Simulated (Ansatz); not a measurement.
**Worked example: correlation energy of [H···H···SiH], doublet**

Geometry: a point of a hydrogen-transfer path between rigid fragments, not a stationary point.

```xyz
4

H    -2.6763    0.0479    0.0000
H    -1.9833    0.0479    0.0000
Si    0.1477    0.0479    0.0000
H     0.5441   -1.4316    0.0000
```

Basis 6-31G; Ansatz 0.2.0. Correlated methods freeze the noble-gas cores, which leaves 7 electrons in 14 orbitals. R marks a restricted (for open shells ROHF) determinant, U an unrestricted one.

Full CI is exact within this basis and frozen core; it isn't the basis-set limit. The frozen core follows each run's orbitals, which can shift R against U totals by a few meV.

Runs differ by some tens of microhartree through their thresholds and, for an open shell, their frozen cores, so steps under 0.1 kcal/mol mean nothing.

| level | total energy (hartree) |
| --- | --- |
| UHF | -290.508085 |
| UMP2 | -290.556698 |
| UCCSD | -290.578325 |
| UCCSD(T) | -290.578811 |
| UCCSDT | -290.578997 |
| UCCSDT(Q) | -290.579027 |
| UCCSDTQ | -290.579041 |
| full CI | -290.579039 |

Question: What is the correlation energy at full CI, and what share of it do UMP2 and UCCSD(T) recover?

Answer: E(corr) = -290.579039 − (-290.508085) = -0.070954 hartree = -1.931 eV. UMP2: -0.048613 / -0.070954 = 68.51 %. UCCSD(T): -0.070726 / -0.070954 = 99.68 %.

Question: By how many kcal/mol does UCCSD(T) miss full CI (1 hartree = 627.509 kcal/mol), and which steps make up the rest?

Answer: -290.578811 − (-290.579039) = 0.000228 hartree = 0.14 kcal/mol. Steps: UCCSDT − UCCSD(T) = -0.12, UCCSDT(Q) − UCCSDT = -0.02, UCCSDTQ − UCCSDT(Q) = -0.01, full CI − UCCSDTQ = 0.00 kcal/mol. That is within 1 kcal/mol of the reference in this basis, which itself misses far more of the correlation at the basis-set limit.
